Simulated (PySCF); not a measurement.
Potential energy of SF⁺ along the bond

Set-up: S def2-TZVPPD, F def2-TZVPPD; no relativity (PySCF 2.14). Energies in eV from S⁺ + F in their ground configurations at the same level. State: ³Σ⁻ (triplet), unpaired electrons π ↑↑.

All columns are BLYP. A positive dipole points towards F; it is taken about the centre of mass and depends on that origin.

```tsv
R (Å)	E (eV)	μ (D)	Mulliken charge on S (basis-dependent)	HOMO (eV)	LUMO (eV)	Mayer bond order	⟨S²⟩
1.296	-2.380	-0.99	0.78	-15.23	-13.21	1.46	2.00
1.356	-3.384	-1.31	0.82	-15.49	-13.48	1.45	2.00
1.417	-3.976	-1.61	0.87	-15.73	-13.73	1.43	2.00
1.462	-4.223	-1.83	0.89	-15.90	-13.90	1.42	2.00
1.507	-4.342	-2.03	0.92	-16.05	-14.05	1.42	2.00
1.552	-4.364	-2.23	0.94	-16.19	-14.20	1.41	2.00
1.613	-4.280	-2.48	0.96	-16.35	-14.38	1.41	2.00
1.688	-4.049	-2.77	0.99	-16.53	-14.57	1.40	2.00
1.778	-3.658	-3.08	1.02	-16.70	-14.76	1.38	2.00
1.899	-3.048	-3.44	1.05	-16.87	-14.96	1.35	2.00
```

A fit through these points gives, at Re = 1.541 Å, μ = -2.18 D and dμ/dR = -4.32 D/Å; the reduced mass is 11.92 u.

**Question.** How strong is the fundamental in the double-harmonic approximation, I = 42.26·(dμ/dR)²/μred km/mol?

**Answer.** I = 42.26·(-4.32)²/11.92 = 66.2 km/mol at BLYP.

For an ion De counts to the pair picked by the measured ionisation energies or electron affinities, which need not be the lowest pair at this level. The state was picked by a PBE0 search and need not be the measured ground state.
